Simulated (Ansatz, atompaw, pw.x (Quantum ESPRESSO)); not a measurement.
tantalum (bcc): variants of one PAW (atompaw) potential in the solid

| Property | Result |
| --- | --- |
| Element | Ta |
| Generator | atompaw 4.2.0.5 |
| Type | PAW |
| Functional | LDA (PW92) |
| Relativity | scalar-relativistic |
| Frozen core | [Kr] 4d10 4f14 |
| Valence charge | 13 |
| Reference configuration | 5s2 5p6 5d3 6s1.5 6p0.5 |
| Partial waves | 5s (bound): rc 1.30 bohr; 6s (bound): rc 2.80 bohr; 5p (bound): rc 1.40 bohr; 6p (bound): rc 2.80 bohr; 5d (bound): rc 2.80 bohr; 5d channel at 0.25 Ry: rc 2.80 bohr; 5f channel at 0.3 Ry: rc 2.80 bohr |
| Local potential | bessel scheme, radius 2.15 bohr |
| Core correction | smooth core density matched at 1.60 bohr |
| Augmentation charge | besselshape compensation charge, radius 2.10 bohr; PAW radius 2.80 bohr; waves and projectors: custom rrkj vanderbiltortho |

Crystal test: bcc Ta in pw.x 7.5, no spin, 14³ k-points, Fermi–Dirac smearing 0.01 Ry, cutoffs set for each file from its atomic test. The reference is all-electron LAPW (Ansatz 0.2.0) with the same functional, mesh and smearing; V0 and B0 come from Birch–Murnaghan fits to the pressures at five volumes. Errors are pseudo minus all-electron; Δ is the rms difference of the E(V) curves that follow from these fits, minima aligned, over ±6 % about the mean V0. Mesh and smearing are coarse, so the numbers serve the comparison and aren't converged zero-temperature values; the lattice is a test structure that the element need not adopt.

All-electron: a0 = 3.255 Å (V0 = 17.24 Å³/atom), B0 = 217.7 GPa.

Base: The largest radius (2.80 bohr) exceeds half the bond length (2.66 bohr), so the spheres overlap, which is one possible source of error among others.

A dash in a converged row means that the minimum lies outside the volumes sampled.

| change | cutoffs (Ry) | pw.x | a0 (Å) | a0 error (%) | B0 error (%) | Δ (meV/atom) | mean pressure error (GPa) |
| --- | --- | --- | --- | --- | --- | --- | --- |
| base | 100/900 | converged | 3.247 | -0.24 | +0.9 | 5.9 | -1.58 |
| wave 6p (bound): rc 2.80 bohr becomes 6p (bound): rc 2.46 bohr | 100/900 | converged | 3.250 | -0.13 | +1.1 | 3.1 | -0.83 |
| wave 5d channel at 0.25 Ry: rc 2.80 bohr becomes 5d channel at 10.55 Ry: rc 2.80 bohr | 100/900 | converged | – | – | – | – | +24.34 |
| all radii scaled by about 0.81 (s 1.06, p 1.14, d 2.28, f 2.28 bohr); local potential bessel scheme, radius 1.76 bohr; augmentation besselshape compensation charge, radius 1.72 bohr; PAW radius 2.28 bohr; waves and projectors: custom rrkj vanderbiltortho; core correction smooth core density matched at 1.30 bohr | 170/900 | converged | 3.257 | +0.08 | +1.8 | 2.1 | +0.61 |
| wave 5d (bound): rc 2.80 bohr becomes 5d (bound): rc 2.02 bohr | 100/900 | converged | 3.247 | -0.24 | +0.9 | 5.8 | -1.57 |
| local potential bessel scheme, radius 2.74 bohr | 100/900 | converged | 3.255 | +0.01 | +2.1 | 0.5 | +0.12 |
